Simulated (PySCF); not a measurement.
SiH: energy against distance

Set-up: Si pcseg-2, H pcseg-2; no relativity (PySCF 2.14). Energies in eV from Si + H in their ground configurations at the same level. All curves are PBE0. state 1: ²Π (doublet), unpaired electrons π ↑; state 2: ⁴Σ⁻ (quartet), unpaired electrons σ ↑, π ↑↑, a second solution, started from another occupation.

```
R (Å)  state 1  state 2
1.318   -2.611   -1.183
1.380   -2.861   -1.390
1.441   -3.006   -1.494
1.487   -3.059   -1.521
1.533   -3.075   -1.514
1.579   -3.060   -1.481
1.640   -3.001   -1.404
1.717   -2.882   -1.276
1.809   -2.691   -1.098
1.932   -2.387   -0.859
```

Put a parabola through the three lowest points of the state 1 curve and estimate Re, k and ωe (reduced mass 0.9728 u; 1 eV/Å² = 0.16022 mdyn/Å; ωe = 1302.8·√(k/μ) cm⁻¹).

Through R = 1.487, 1.533, 1.579 Å the second-order coefficient is 7.33 eV/Å², so Re ≈ 1.534 Å, k ≈ 2.35 mdyn/Å and ωe ≈ 2024 cm⁻¹. A polynomial fit of higher order to the unrounded PBE0 energies gives Re = 1.532 Å, k = 2.34 mdyn/Å, ωe = 2022 cm⁻¹; anharmonicity and rounding make the difference.

The higher-order fit for each curve: state 1: Re = 1.532 Å, ωe = 2022 cm⁻¹, De = 3.07 eV; state 2: Re = 1.499 Å, ωe = 2058 cm⁻¹, minimum 1.52 eV below the ground-state fragments.

The state was picked by a PBE0 search and need not be the measured ground state.
